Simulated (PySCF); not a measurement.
**Oxygen: a sound run and one with changed settings**

Sound run: O [He] 2s2 2p4, O+ [He] 2s2 2p3. Computed with PySCF 2.14 in 6-31G* (3s2p1d, 14 functions), with the non-relativistic Hamiltonian (point nucleus). In the sound run the correlated levels freeze 1s2. The sound run starts from symmetry-adapted Hartree-Fock orbitals and uses a fine grid where one is needed.

A second run was set up differently.

```
species   method  sound run (hartree)  changed run (hartree)  converged
      O      MP2            -74.87816              -74.87950        yes
      O  CCSD(T)            -74.89475              -74.89596        yes
     O+      MP2            -74.40172              -74.40290        yes
     O+  CCSD(T)            -74.41769              -74.41877        yes
```

Ionisation energy of O:

```csv
method,sound run (eV),changed run (eV)
UHF,12.030,12.030
MP2,12.965,12.969
SCS-MP2,12.965,12.967
CCSD,12.973,12.977
CCSD(T),12.981,12.985
```

Question: What was changed?
A. basis contracted for another Hamiltonian
B. all electrons correlated in a valence basis
C. minimal basis
D. too few SCF iterations

Answer: B. A valence basis has no tight correlating functions, so it recovers only part of the core correlation, and not evenly between atom and ion.
